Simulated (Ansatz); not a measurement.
Relaxing a trial structure of CH8Si2

The starting geometry of this gas-phase triplet was optimised with GFN2-xTB as a singlet; its bonds are those of `C[SiH2][SiH3]`.

| atom | x (Å) | y (Å) | z (Å) |
| --- | --- | --- | --- |
| C | -0.6480 | -2.2265 | -0.0067 |
| Si | -1.3465 | -1.0495 | -1.3269 |
| Si | -2.3718 | 0.7685 | -0.3372 |
| H | -1.4358 | -2.6058 | 0.6385 |
| H | 0.0775 | -1.7218 | 0.6262 |
| H | -0.1517 | -3.0817 | -0.4555 |
| H | -0.2288 | -0.6656 | -2.2039 |
| H | -2.2613 | -1.8331 | -2.1725 |
| H | -2.9374 | 1.6945 | -1.3213 |
| H | -1.4555 | 1.5576 | 0.4911 |
| H | -3.4790 | 0.3841 | 0.5452 |

Question: Predict what becomes of its bonds when it is optimised with B3LYP-D3(BJ)/6-311G**.

Answer: It falls apart into CH5Si + H3Si. Contacts that open: Si2–Si3 (2.31 → 3.90 Å).

The energy falls by 3.37 eV over 63 steps:

```csv
step,E − E(last) (eV)
1,3.371
8,0.091
15,0.028
22,0.024
29,0.018
35,0.012
42,0.003
49,0.000
56,0.000
63,0.000
```

Final geometry (Å):

```xyz
11

C    -0.5731   -2.0796   -0.1361
Si   -0.9240   -1.4661   -1.8877
Si   -2.9799    0.9489    0.3772
H    -1.4971   -2.1679    0.4397
H     0.0908   -1.3913    0.3916
H    -0.0933   -3.0637   -0.1635
H     0.3310   -1.3105   -2.6763
H    -1.8601   -2.3729   -2.6107
H    -3.5227    1.0872   -0.9981
H    -1.5155    1.1960    0.4108
H    -3.6943    1.8407    1.3302
```

No frequencies were run, so the end isn't proven a minimum. Open shells are spin-unrestricted. The triplet needn't be the ground state. Run with Ansatz 0.2.0, 3.6 min on 2 threads of Arm Neoverse V1 (shared host).
